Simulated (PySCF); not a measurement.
Species: C4H2FN.
Atom-mapped SMILES: `[N:1]#[C:2][C:3]1=[CH:4][C@H:5]1[F:6]` (hydrogens: H7 on C4; H8 on C5)

Computed geometry: GFN2-xTB, gas phase.

Entries marked ? are missing.

| coordinate | value |
| --- | --- |
| N1≡C2 | ? |
| C2–C3 | ? |
| C3=C4 | ? |
| C4–C5 | 1.475 Å |
| C5–F6 | 1.372 Å |
| C3–C5 | 1.497 Å |
| C4–H7 | 1.062 Å |
| C5–H8 | 1.084 Å |
| N1–C2–C3 | 178.8° |
| C2–C3–C4 | 152.0° |
| C2–C3–C5 | ? |
| C4–C3–C5 | ? |
| C3–C4–C5 | 64.5° |
| C4–C5–F6 | 118.6° |
| C3–C5–C4 | ? |
| C3–C5–F6 | 118.2° |

Problem. Fill in the missing values.

Solution. 
- N1≡C2 = 1.148 Å, drawn triple (nitrile nitrogen to nitrile carbon); 0.25 Å below the sum of covalent radii, 1.40 Å.
- C2–C3 = 1.379 Å, drawn single (nitrile carbon to fully substituted alkene carbon); 0.04 Å below the sum of covalent radii, 1.42 Å.
- C3=C4 = 1.318 Å, drawn double (fully substituted alkene carbon to alkene CH carbon); 0.14 Å below the sum of covalent radii, 1.46 Å.
- C2–C3–C5 = 145.1°, at the fully substituted alkene carbon; the outer atoms are 2.744 Å apart.
- C4–C3–C5 = 62.8°, at the fully substituted alkene carbon, inside a 3-membered ring; the outer atoms are 1.475 Å apart.
- C3–C5–C4 = 52.6°, at the sp3 C–F carbon, inside a 3-membered ring; the outer atoms are 1.318 Å apart.

Radii are Cordero's, carbon taken as 0.76, 0.73 or 0.69 Å for four, three, and two or fewer neighbours.

No GFN2-xTB frequencies stand behind this structure, so it isn't proved a minimum.
